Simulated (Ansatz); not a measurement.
Ansatz (a quantum-chemistry and plane-wave program) input:

Ansatz 0.2 input:
```yaml
crystal:
  periodic: [false, false, false]
  atoms:
    - {symbol: O, position_ang: [1.18305207, 0.34569777, 0.00221414]}
    - {symbol: C, position_ang: [-0.01560079, 0.64877161, -0.00691488]}
    - {symbol: C, position_ang: [-0.95954357, -0.64362375, 0.00203245]}
    - {symbol: H, position_ang: [-0.38234312, -1.58832861, 0.01484689]}
    - {symbol: H, position_ang: [-1.61996547, -0.59478565, 0.87932223]}
    - {symbol: H, position_ang: [-1.61124183, -0.61335505, -0.88258769]}
basis:
  gaussian:
    orbitals: aug-cc-pVDZ
total_charge: -1
magnetization: {spin_polarized: false}
correlation: {method: ccsd_t, electrons: outside_noble_gas}
output: {forces: true}
```

Problem. What final total energy does it print?

Solution. -152.82776 Eh (CCSD(T)/aug-cc-pVDZ). The basis has 96 functions. The run takes very roughly 30 core-seconds.

It need not be the lowest isomer of its formula. Whether it binds its extra electron was not tested at this geometry.
